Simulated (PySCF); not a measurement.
AlCl⁺ at PBE0

Level: PBE0. basis Al def2-SVP, Cl def2-SVP; no relativity; PySCF 2.14.

```
state                                                                                                              : ²Σ⁺ (doublet), unpaired electrons σ ↑
bond length                                                                                                        : 2.038 Å
harmonic wavenumber                                                                                                : 598 cm⁻¹
force constant                                                                                                     : 3.21 mdyn/Å
rotational constant Be                                                                                             : 0.2666 cm⁻¹
anharmonicity ωexe                                                                                                 : 3.12 cm⁻¹
vibration–rotation constant αe                                                                                     : 0.00163 cm⁻¹
well depth De to Al⁺ + Cl                                                                                          : 2.09 eV
dissociation energy D0                                                                                             : 2.05 eV
bond order (Mayer)                                                                                                 : 1.47
dipole moment (positive dipole points towards Cl; it is taken about the centre of mass and depends on that origin) : -5.87 D
```

For an ion De counts to the pair picked by the measured ionisation energies or electron affinities, which need not be the lowest pair at this level. The state is the lowest determinant that a PBE0 search found; another state may lie lower at other levels.
